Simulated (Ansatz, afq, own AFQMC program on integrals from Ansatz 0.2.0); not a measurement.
Where AFQMC and coupled cluster stand for NH$_{2}$S, doublet

```xyz
4

N     0.0000   -0.2127    1.2401
S     0.0000    0.1075   -0.5637
H     0.0000    0.7155    1.6716
H     0.0000   -1.1782   -0.9704
```

Connectivity, by distances: NH–SH.

Basis cc-pVDZ. Only valence electrons are correlated. AFQMC by an in-house program on the Cholesky factors that Ansatz 0.2.0 writes for its CCSD(T) run. ph-AFQMC/CISD is guided by a CISD state made of CCSD amplitudes; releasing the constraint for a short imaginary time cuts its bias at the price of noise, slowly where states lie close. Uncertainties: one standard error, sampling alone.

Determinant: UHF, the one that the program's search chose, which needn't be the lowest solution. The geometry is a point of a scan.

No full CI on the walks' own integrals is used here; CCSDT(Q) serves as the reference and is uncertain by about the last step of the cluster series.

The T1 diagnostic is 0.0318. The weight of the determinant in the CISD state is 0.854, the ⟨S²⟩ of the determinant is 0.776 and the size of the correlated space is 13 electrons in 36 orbitals.

```json
{"level": "MP2", "correlation energy (eV)": "-7.4576"}
{"level": "CCSD", "correlation energy (eV)": "-8.4263"}
{"level": "CCSD(T)", "correlation energy (eV)": "-8.6834"}
```

(1) Estimate where phaseless AFQMC with a CISD trial lies against CCSD(T) on the same integrals.

(1) 76.1 ± 20.6 meV below CCSD(T).

Reference: CCSDT(Q), correlation energy -8.743 eV. The released energy is read at 2.40 1/Eh (meV from the phaseless value at times in 1/Eh: 12 ± 20 at 0.24, -19 ± 17 at 0.51, -4 ± 15 at 0.99, 7 ± 23 at 1.62, 19 ± 32 at 2.40).

```tsv
level	E − E(reference) (meV)	share of correlation (%)
CCSD(T)	59.8	99.32
CCSDT	24.2	99.72
ph-AFQMC/CISD	-16.2 ± 20.6	100.19
released AFQMC	2.3 ± 31.9	99.97
```

A walk keeps the symmetry of its determinant, which the program's search chose and which needn't be the lowest solution, so a lower state of the same spin and another symmetry isn't excluded. Released energies are given only where the last usable release times agree within the noise; a slower fall can still hide under it.
